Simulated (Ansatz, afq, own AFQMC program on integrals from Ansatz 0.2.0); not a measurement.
Two steps: Ansatz 0.2.0 writes the Fock matrix and Cholesky factors of the valence space, and afq projects on them the lowest state that overlaps trial and start.

```yaml
crystal:
  periodic: [false, false, false]
  atoms:
    - {symbol: Ge, position_ang: [0.000000, 0.017080, 0.367221]}
    - {symbol: N, position_ang: [0.000000, -0.140135, -1.738920]}
    - {symbol: H, position_ang: [0.000000, 0.716451, -2.300131]}
basis:
  gaussian: {orbitals: cc-pVDZ}
magnetization: {spin_polarized: true, initial_magnetization: 2}
correlation: {method: ccsd_t, electrons: outside_noble_gas, hamiltonian_folder: ham}
```

```sh
$ ansatz run in.yaml --threads 1 --pin off --events-out ev --progress --plain --max-ram 1382MiB
```

afq runs on the folder ham with

```
--method phaseless --trial hf --walkers 120 --populations 1 --least-time 40 --time-step 0.005 --steps-per-block 20 --equilibration-blocks 112 --max-blocks 600 --target-error 0.00114 --factor-cut 1e-05 --start spin_pure --seed 5949 --taylor-order 6
```

Times are imaginary, in 1/Eh. The walk had a cap of 723 s. Filled inner d shells are frozen with the cores.

afq prints:

```
orbitals 31  electrons 6 4  factors 228 of 509
reference energy -2130.27412889 Eh
CCSD correlation -0.22104610 Eh in 31 cycles, weight of the determinant in the CISD state 0.8442
energy of the start -2130.275564 Eh
 block  time / (1/Eh)  mean weight  energy / Eh
     1     0.100  1.0010  -2130.321108
     2     0.200  1.0015  -2130.360493
     3     0.300  1.0028  -2130.385755
     4     0.400  1.0030  -2130.393890
     5     0.500  1.0006  -2130.408188
     8     0.800  1.0016  -2130.455713
    18     1.800  0.9996  -2130.464311
    69     6.900  0.9990  -2130.491840
    86     8.600  1.0003  -2130.567029
   120    12.000  1.0001  -2130.482630
   171    17.100  0.9992  -2130.507095
   222    22.200  1.0005  -2130.485556
   273    27.300  1.0008  -2130.488190
   324    32.400  1.0004  -2130.493673
   375    37.500  1.0008  -2130.517862
   426    42.600  0.9997  -2130.505769
   477    47.700  0.9998  -2130.504301
   528    52.800  0.9985  -2130.500358
   579    57.900  1.0015  -2130.476484
   630    63.000  0.9997  -2130.488176
   681    68.100  1.0020  -2130.533467
   698    69.800  1.0000  -2130.461707
blocks merged  error / Eh  count
     1  0.000818  600
     2  0.001072  300
     4  0.001379  150
     8  0.001753  75
    16  0.001978  37
    32  0.002223  18
    64  0.002547  9
energy -2130.501465 +/- 0.002223 Eh
(rows thinned)
```

The run passed its tests (sampling time, drift between the halves within three errors, error under three times the target), which doesn't prove that it has relaxed. The second half of the sampling lies above the first by 2.0 errors of their difference, so the energy may still be moving and its error bar be too small.

Against this walk (error 60.5 meV) on the same determinant: CCSD(T) 16.6 meV lower (within the noise), CCSDT(Q) 135.7 meV lower, a separate phaseless walk with a CISD trial and standard settings 61.7 ± 63.4 meV lower (within the noise). The error is statistical and leaves out the bias of the constraint. None of these is a sure reference here.

Cautions: constraint bias not in the error; error above the target (60.5 against 31.0 meV); no relativity below Rb; no spin-orbit coupling; inner d shell frozen; lower spins were not checked; higher spins were not checked; strong correlation (T1 0.052, weight of the determinant 0.84, largest double 0.07); unrestricted determinant slightly spin contaminated (⟨S²⟩ 2.06 against 2.00); CCSDT(Q) on the ROHF determinant differs (86 meV higher), by its state or its frozen core; the bias of populations of 120 walkers isn't removed.

The walk took 3 min on 1 thread of Intel(R) Xeon(R) 6975P-C (Granite Rapids), with other jobs on the host. The log's last line is the phaseless energy.

CCSDT and higher add their correlation energy to the determinant of the CCSD(T) run, since their own runs factorise the integrals more tightly (a shift of under 2 meV).
